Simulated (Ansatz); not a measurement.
`OCCCS`. Charge 0, multiplicity 1. The structure was optimised at the PBE0-D4/def2-TZVP level. It is one conformer, not always the lowest.

```xyz
13

O    -0.393    1.402   -2.034
C    -0.759    0.446   -1.064
C     0.353    0.158   -0.070
C    -0.087   -0.805    1.015
S     1.225   -1.277    2.169
H     0.362    1.064   -2.522
H    -1.627    0.865   -0.548
H    -1.089   -0.491   -1.537
H     1.220   -0.260   -0.592
H     0.678    1.103    0.376
H    -0.934   -0.405    1.578
H    -0.415   -1.753    0.580
H     1.466   -0.046    2.647
```

Task: What is the dipole moment at r2SCAN/def2-TZVPP? (Best estimate.)

Result: Ansatz gave: 0.59 D, with components (-0.12, -0.20, -0.55) D in this frame, pointing from negative to positive charge.

Task: And with PBE, B3LYP, ωB97M-V? (An estimate is asked.)

Result: The calculation gave: PBE 0.58 D, B3LYP 0.56 D, ωB97M-V 0.55 D.

Task: Give the Mulliken charges with r2SCAN, PBE, B3LYP in def2-TZVPP. (Best estimate.)

Result: Ansatz gave: 
```csv
atom,r2SCAN,PBE,B3LYP
O1,-0.36,-0.30,-0.34
C2,0.14,0.01,0.05
C3,-0.04,-0.12,-0.11
C4,-0.03,-0.12,-0.12
S5,-0.20,-0.20,-0.18
H6,0.19,0.18,0.18
H7,0.03,0.07,0.07
H8,0.02,0.06,0.06
H9,0.02,0.06,0.05
H10,0.03,0.07,0.06
H11,0.06,0.10,0.10
H12,0.06,0.10,0.09
H13,0.08,0.10,0.09
```

B3LYP here is the variant with VWN-RPA as its local correlation; programs differ in this.
